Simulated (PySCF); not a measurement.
**Question.** Write Cartesian coordinates for `[H]/P=C(/F)C=C` as optimised with PBE0-D3(BJ)/def2-SVP.

**Answer.** 
```
atom  x, y, z in Å
C1    -1.5822   -0.3064   -0.0084
C2    -0.2853   -0.3555   -0.3501
C3     0.7650    0.2528    0.4424
F4     0.3168    0.8707    1.5383
P5     2.4408    0.2756    0.1650
H6    -1.9061    0.2054    0.9006
H7    -2.3459   -0.7774   -0.6307
H8     0.0356   -0.8688   -1.2598
H9     2.3299   -0.4794   -1.0440
```

Any rigid rotation of these coordinates is as good. Atoms count from 1 in this order. Of the pairs four or more bonds apart, F4···H6 is among the closest relative to their van der Waals radii: 2.41 Å, 90 % of the sum of Bondi's values. The C–C distances run from 1.342 Å (C1=C2, drawn double) to 1.450 Å (C2–C3, drawn single), a spread of 0.108 Å. P5 (phosphorus bonded to C and H) is bent (angle 93.1°). The 5 heavy atoms lie in one plane (0.002 Å rms).

Bonds between heavy atoms (Å): C1=C2 1.342, C2–C3 1.450, C3–F4 1.336, C3=P5 1.699.

Level of theory: PBE0-D3(BJ)/def2-SVP geometry optimisation, gas phase in PySCF.

Point group: Cs (tolerance 0.08 Å). Not checked by PBE0-D3(BJ)/def2-SVP frequencies. The numbers are those of one conformer (C1–C2–C3–F4 0°).
